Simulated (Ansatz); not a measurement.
Fluorite CdF2, treated with r²SCAN (PAW; Ansatz, a program for electronic structure).

Run with plane-wave cutoff 560 eV, 12×12×12 k mesh, Fermi–Dirac smearing 0.01 eV, scalar-relativistic PAW data made under PBE.

The cell has the measured lattice: a = 5.3880 Å, b = 5.3880 Å, c = 5.3880 Å, α = 90.00°, β = 90.00°, γ = 90.00°.

Task: Predict the band gap and smallest direct gap on the k points sampled.

Result: 
- band gap = 3.79 eV
- smallest direct gap on the k points sampled = 4.31 eV

Measured, for comparison: band gap 7.8 eV (temperature not stated, not corrected to a static lattice, indirect W–Γ; as tabulated in Cappellini et al. (2013), arXiv:1302.2571).

Note: cell and atoms aren't relaxed at this level.

Spin–orbit coupling is not included.

Cost on a shared machine: about 19 core-seconds (a rough figure).
